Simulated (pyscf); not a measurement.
HO–SiH: (SMILES O[SiH]) [singlet] + H₂ (SMILES [H][H]) → HO–SiH₃ (SMILES O[SiH3]) (insertion; singlet surface; H–H broken, H–Si, H–Si formed). Structures and frequencies: ωB97X-D3(BJ)/def2-SVP in PySCF. Rate constants from transition-state theory at the high-pressure limit, ωB97M-D3(BJ)/def2-TZVP energies (ideal gas, 1 atm, RRHO with modes under 100 cm⁻¹ raised to 100, one conformer, R ln 2 for chiral ones without a mode under 150 cm⁻¹; no tunnelling), k in cm³ molecule⁻¹ s⁻¹.

```
T (K)  1000/T  log10 k
-----  ------  -------
298     3.354   -28.21
600     1.667   -19.84
900     1.111        ?
1200    0.833   -15.50
```

Problem. Fit an Arrhenius line to the three values, give the activation energy, and predict k at 900 K.

Solution. Least squares gives log10 k = -11.37 − 5.03 × 1000/T, so Ea = 5.03 × ln 10 × 1.987 = 23.0 kcal/mol, against an electronic barrier of 20.7. At 900 K the line gives -16.96; the computed value is -17.00 (ΔG‡ = 46.8 kcal/mol), close to the line. One saddle was located; it need not be the lowest between these sides.
